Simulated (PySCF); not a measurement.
Input of a driver script around PySCF for `CC(=O)C(F)F`, coordinates in Å (PBE0-D3(BJ)/def2-SVP geometry):
```
{"job": {"kind": "eom", "basis": "aug-cc-pVDZ", "nee": 0}, "charge": 0, "multiplicity": 1}
C      1.284301    -0.049839    -0.142129
C      0.034688     0.043216     0.678630
O     -0.002212     0.116025     1.879215
C     -1.278306     0.038426    -0.113627
F     -1.312535     1.124835    -0.915254
F     -1.323788    -1.059527    -0.897951
H      2.163556     0.087199     0.498296
H      1.322762    -1.037207    -0.628591
H      1.265292     0.702261    -0.945041
H     -2.146732     0.049588     0.565457
```

Question: What does the run print?

Answer: 
```
E(HF) = -389.7189211572
E(MP2) = -390.7318869339
E(CCSD) = -390.7643389196
T1 diagnostic = 0.0145

EOM-IP-CCSD (eV)   Koopmans (eV)
  10.3635      12.1043
  13.6067      14.2932
  13.6505      15.2198
  14.7123      16.1267
  15.1018      17.8258
  15.4688      16.6135
  15.5137      17.3820
  16.1079      18.3544
```

Computed with CCSD and EOM-CCSD/aug-cc-pVDZ in PySCF, restricted Hartree–Fock reference, frozen core, non-relativistic, gas phase, PBE0-D3(BJ)/def2-SVP geometry. Each EOM-IP line stands beside −ε of the orbital with the largest one-hole amplitude.

Question: What correlation energies follow, and how does the T1 diagnostic stand?

Answer: MP2 -1.01297 Eh, CCSD -1.04542 Eh; CCSD lies 32.5 mEh below MP2. T1 = 0.0145, below the customary warning level of 0.02.

Question: Which orbital leads each EOM-IP root, and how large is the one-hole share of its vector?

Answer: 10.36 eV: HOMO, one-hole share 0.95; 13.61 eV: HOMO-1, one-hole share 0.95; 13.65 eV: HOMO-2, one-hole share 0.95; 14.71 eV: HOMO-3, one-hole share 0.96; 15.10 eV: HOMO-6, one-hole share 0.95; 15.47 eV: HOMO-4, one-hole share 0.95; 15.51 eV: HOMO-5, one-hole share 0.95; 16.11 eV: HOMO-7, one-hole share 0.94.

Shape of the structure used: `[CH3:1][C:2](=[O:3])[CH:4]([F:5])[F:6]`: C1–C2–C4–F5 -62°.
